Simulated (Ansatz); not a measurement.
Relaxed structures of C$_{2}$H$_{6}$N (charge +1), singlet (PBE0-D4/def2-TZVP; forces vanish, vibrations not checked; lower isomers may exist, and structures with a doubtful reference or unclear bonds are left out; Å). Program: Ansatz 0.2.0. Basis: def2-TZVPP. Cores are frozen in the correlated methods.

Question: Rank them by CCSD(T) energy, lowest first, and give each one's height above the lowest. Links in brackets join atoms within 1.22 times the sum of their covalent radii (1.1 for two metals). (To be estimated.)
A.
C₂H₆N ([CH3][CH][NH2]), total charge +1
```
9
angstrom
C 0.0217 0.5144 0.1228
N -0.6770 0.6669 -0.9382
C 0.4851 -0.7744 0.6214
H -0.9561 -0.1251 -1.5091
H -0.9787 1.5838 -1.2496
H 0.2724 1.4226 0.6686
H 0.1813 -1.6184 0.0038
H 1.5781 -0.7410 0.7084
H 0.1186 -0.9026 1.6473
```
B.
C₂H₆N ([CH2][NH][CH3]), total charge +1
```
9
angstrom
C -0.6792 0.6613 -0.9439
N 0.0122 0.5041 0.1073
C 0.4962 -0.7623 0.6407
H -0.9612 -0.2043 -1.5355
H -0.9831 1.6591 -1.2435
H 0.2617 1.3346 0.6419
H 0.1694 -1.5761 -0.0026
H 1.5856 -0.7268 0.6870
H 0.0985 -0.8897 1.6486
```
C.
C₂H₆N ([CH2][CH][NH3]), total charge +1
```
9
angstrom
C -0.6921 0.6488 -0.9650
N 0.4918 -0.7350 0.6385
C 0.0229 0.5692 0.1341
H -0.9760 -0.2157 -1.5567
H -1.0240 1.6186 -1.3138
H 0.3314 1.3979 0.7573
H 0.1839 -1.4966 0.0286
H 1.5148 -0.7719 0.6906
H 0.1326 -0.9251 1.5796
```

Answer: The calculation gives: A (0.0 kJ/mol), B (43.4 kJ/mol), C (56.6 kJ/mol). Heights count from the lowest.

No T1 diagnostic of these runs exceeds 0.014.

For scale, one of the runs: CCSD(T)/def2-TZVPP, 177 basis functions, launched by `ansatz run in.yaml --threads 2 --pin off --events-out ev --progress --plain --max-ram 4352MiB`. Time: 21 s of wall clock on 2 CPU threads of an Arm Neoverse V2; the host was shared. Peak host memory: 1.7 GiB.
